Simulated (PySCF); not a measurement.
chloromethane cation (CH₃Cl), SMILES CCl (connectivity only; charge and spin as stated), charge +1, multiplicity 2. Atoms are numbered in the order given.

```xyz
5

C     -1.0860    -0.0307     0.0000
Cl     0.6370    -0.0009     0.0000
H     -1.4693    -0.4356     0.9506
H     -1.3739     1.0701     0.0000
H     -1.4693    -0.4356    -0.9506
```
Charge +1, spin multiplicity 2.

Coordinates come from a PBE-D3(BJ)/def2-TZVP optimisation. The geometry has at least one imaginary mode, so it is a saddle point at that level. The multiplicity is an assumed one; other spin states were not compared.

All values below come from r2SCAN/def2-TZVPD run with PySCF.

Mulliken values depend strongly on the basis, most of all with diffuse functions as here. ESP charges are fitted to the potential on shells at 1.4 to 2.0 van der Waals radii. Atomic charges (e):

| atom | ESP fit | meta-Löwdin | Mulliken spin |
|---|---|---|---|
| C1 | -0.41 | … | 0.00 |
| Cl2 | 0.55 | … | 0.80 |
| H3 | 0.28 | … | 0.02 |
| H4 | 0.30 | … | 0.16 |
| H5 | 0.28 | … | 0.02 |

Task: Fill in the missing entries. (Estimate from the structure and the level; the computed values follow.)

Result: 
- C1, meta-Löwdin: -0.29
- Cl2, meta-Löwdin: 0.59
- H3, meta-Löwdin: 0.22
- H4, meta-Löwdin: 0.26
- H5, meta-Löwdin: 0.22
